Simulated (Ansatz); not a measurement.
**Structure relaxation of Cs₂Cl₃**

These are results of DFT r2SCAN, scalar-relativistic, plane waves, PAW (Ansatz), not measurements. Cutoff 500 eV, Γ-centred k mesh, Gaussian smearing, no spin polarisation in the final step.

The start puts Cs₂Cl₃ on the A-type sesquioxide structure type (P-3m1, No. 164), with Cs in place of La, Cl in place of O, at a guessed volume.

```yaml
crystal:
  lattice:
    - [4.96454, 0.00000, 0.00000]
    - [-2.48227, 4.29942, 0.00000]
    - [0.00000, 0.00000, 7.72401]
  atoms:
    - { symbol: Cs, position: [0.33333, 0.66667, 0.24500] }
    - { symbol: Cs, position: [0.66667, 0.33333, 0.75500] }
    - { symbol: Cl, position: [0.00000, 0.00000, 0.00000] }
    - { symbol: Cl, position: [0.33333, 0.66667, 0.64500] }
    - { symbol: Cl, position: [0.66667, 0.33333, 0.35500] }
```

Cell and atoms relax at zero pressure; the relaxation can't lower the symmetry of the start. After a coarse first stage the cell is made exact in the group found at 0.06 Å.

Formation energies are uncorrected and refer to the elements' standard structures at the same level (Cl₂ as a molecule).

**Question.** What does it relax into?

**Answer.** It keeps P-3m1 (No. 164). The result has the A-type sesquioxide structure. Conventional cell: a = 5.868 Å, c = 7.061 Å. Cs has 8 Cl at 3.42–3.71 Å; Cl on Wyckoff site a (1 atom of the primitive cell) is coordinated by 6 Cs at 3.71 Å and 6 Cl at 3.94 Å; Cl on Wyckoff site d (2 atoms of the primitive cell) is coordinated by 5 Cs at 3.42–3.54 Å and 3 Cl at 3.94 Å.

Space group P-3m1 (No. 164). a = 5.868 Å, b = 5.868 Å, c = 7.061 Å, α = 90.00°, β = 90.00°, γ = 120.00°
```json
{"atom": "Cs", "site": "2d", "symmetry": "3m.", "x": "0.3333", "y": "0.6667", "z": "0.2159"}
{"atom": "Cl", "site": "1a", "symmetry": "-3m.", "x": "0.0000", "y": "0.0000", "z": "0.0000"}
{"atom": "Cl", "site": "2d", "symmetry": "3m.", "x": "0.3333", "y": "0.6667", "z": "0.7139"}
```

**Question.** What are its volume, energy, density and gap?

**Answer.** The volume per atom is 42.11 Å³, the density is 2.94 g/cm³ and the energy over the elements is -1.61 eV/atom. The gap on the 12×12×6 mesh is 0 eV (a metal).

The final run used a 12×12×6 mesh on its 5-atom cell and 0.10 eV smearing. The k mesh leaves about 4 meV/atom of noise in metals. A structure relaxed within its symmetry needn't be a true minimum. The steps took about 6 core-minutes in all.